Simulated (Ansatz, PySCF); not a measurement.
This PySCF input computes a CCSD(T)/cc-pVDZ energy:

```python
from pyscf import gto, scf, mp, cc as ccmod

mol = gto.M(
    atom='''
    C    -0.01241639    1.32206426   -0.15805984
    O     0.00414915    0.05348056    0.61048173
    C     0.00797392   -1.09297501   -0.17315524
    H     0.86116398    1.24654712   -0.85628355
    H    -0.89501764    1.23163680   -0.84304143
    H     0.02047670   -1.98820923    0.47696201
    H    -0.88196323   -1.15369441   -0.83042416
    H     0.88880180   -1.13866028   -0.84377624
    ''',
    basis='cc-pvdz',
    charge=-1,
    spin=0,
    verbose=4,
)

mf = scf.RHF(mol)
mf.conv_tol = 1e-10
mf.max_cycle = 100
mf.kernel()
mp2 = mp.MP2(mf, frozen=3).run()
cc = ccmod.CCSD(mf, frozen=3)
cc.max_cycle = 100
cc.kernel()
et = cc.ccsd_t()
print(f'E(CCSD(T)) = {cc.e_tot + et:.9f}')
```

### Question
Write an input for the same energy in Ansatz (a quantum-chemistry and plane-wave program) and say what it gives.

### Answer

Ansatz 0.2 input:
```yaml
crystal:
  periodic: [false, false, false]
  atoms:
    - {symbol: C, position_ang: [-0.01241639, 1.32206426, -0.15805984]}
    - {symbol: O, position_ang: [0.00414915, 0.05348056, 0.61048173]}
    - {symbol: C, position_ang: [0.00797392, -1.09297501, -0.17315524]}
    - {symbol: H, position_ang: [0.86116398, 1.24654712, -0.85628355]}
    - {symbol: H, position_ang: [-0.89501764, 1.23163680, -0.84304143]}
    - {symbol: H, position_ang: [0.02047670, -1.98820923, 0.47696201]}
    - {symbol: H, position_ang: [-0.88196323, -1.15369441, -0.83042416]}
    - {symbol: H, position_ang: [0.88880180, -1.13866028, -0.84377624]}
basis:
  gaussian:
    orbitals: cc-pVDZ
total_charge: -1
magnetization: {spin_polarized: false}
correlation: {method: ccsd_t, electrons: outside_noble_gas}
```
It gives -153.90901 Eh, and PySCF -153.90901 Eh, a difference of 0.00 mEh.

It need not be the lowest isomer of its formula. Whether it binds its extra electron was not tested at this geometry.
